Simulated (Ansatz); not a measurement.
Consider the atomization: `C=COCO` → 3 C• + 6 H• + 2 O•.

Calculated with Ansatz (gas phase, PBE0-D4/def2-TZVP geometries, no zero-point term in ΔE). CBS: MP2 limit from def2 TZ/QZ plus the TZ coupled-cluster correction, frozen cores. This one scheme is used for every species, atoms too. Functionals use def2-TZVPP. B3LYP here is the variant with VWN-RPA as its local correlation; programs differ in this. No spin–orbit coupling; open shells (•) take unrestricted orbitals. Spin–orbit coupling would lower the free atoms: a little for C, O. Each species was taken in one conformer, which may not be the lowest.

| level | ΔE (kJ/mol) | difference from CCSD(T)/CBS |
| --- | --- | --- |
| PBE-D4 | 4555.5 | 135.8 |
| r2SCAN-D4 | 4434.5 | 14.8 |
| ωB97X-V | 4420.0 | 0.3 |
| ωB97M-V | 4432.5 | 12.8 |
| PBE | 4538.5 | 118.8 |
| r2SCAN | 4430.2 | 10.5 |
| PBE0 | 4425.5 | 5.8 |
| B3LYP | 4391.3 | -28.4 |
| HF/def2-TZVPP | 3118.6 | -1301.1 |
| SCS-MP2/def2-TZVPP | 4361.1 | -58.6 |
| CCSD/def2-TZVPP | 4228.7 | -191.0 |
| CCSD(T)/def2-TZVPP | 4304.4 | -115.3 |
| HF/def2-QZVPP | 3123.8 | -1295.9 |
| MP2/def2-QZVPP | 4467.2 | 47.5 |
| HF/CBS(def2) | 3124.7 | -1295.0 |
| MP2/CBS(def2) | 4514.5 | 94.8 |
| CCSD(T)/CBS | 4419.7 | 0 |

Largest T1 diagnostic among the species: 0.012.

From PBE to PBE0 (25 % exact exchange), in def2-TZVPP and without D4, ΔE moves by −113.0 kJ/mol: exact exchange takes away binding that semilocal exchange gives to molecules. In def2-TZVPP, CCSD(T) changes the Hartree–Fock value by +1185.8 kJ/mol (the triples alone add +75.6 kJ/mol) and MP2 by +1280.6 kJ/mol; breaking electron pairs costs correlation energy, which Hartree–Fock lacks.

For atomizations the MP2-based limit and the directly extrapolated one differ by several kJ/mol either way, and by 10 to 25 for some Ge, Se and Sn compounds, so smaller differences from it don't rank the levels.
